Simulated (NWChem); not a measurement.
System: allene (C₃H₄); SMILES C=C=C

The following NWChem deck was run.

```
start job
memory heap 200 mb stack 900 mb global 1100 mb
geometry units angstroms noautosym nocenter noautoz
  C      0.000000     0.000000     1.316492
  C      0.000000     0.000000     0.000000
  C      0.000000     0.000000    -1.316492
  H     -0.666259     0.666259     1.890869
  H      0.666259    -0.666259     1.890869
  H     -0.666259    -0.666259    -1.890869
  H      0.666259     0.666259    -1.890869
end
basis spherical
  C library def2-svp
  H library def2-svp
end
dft
  xc m06-2x
  iterations 150
end
cosmo
  dielec 1.5
end
task dft energy
```

All runs use the structure optimised with PBE-D3(BJ)/def2-SVP.

Level: M06-2X/def2-SVP with COSMO at NWChem's default radii, gas-phase geometry; the question gives the dielectric constant.

Question: Give the results of this calculation. (M06-2X/def2-SVP, COSMO on the gas-phase geometry.) Quantities: electrostatic solvation energy (kcal/mol).

Answer: 
| Item | Value |
|---|---|
| electrostatic solvation energy (kcal/mol) | -0.6 |
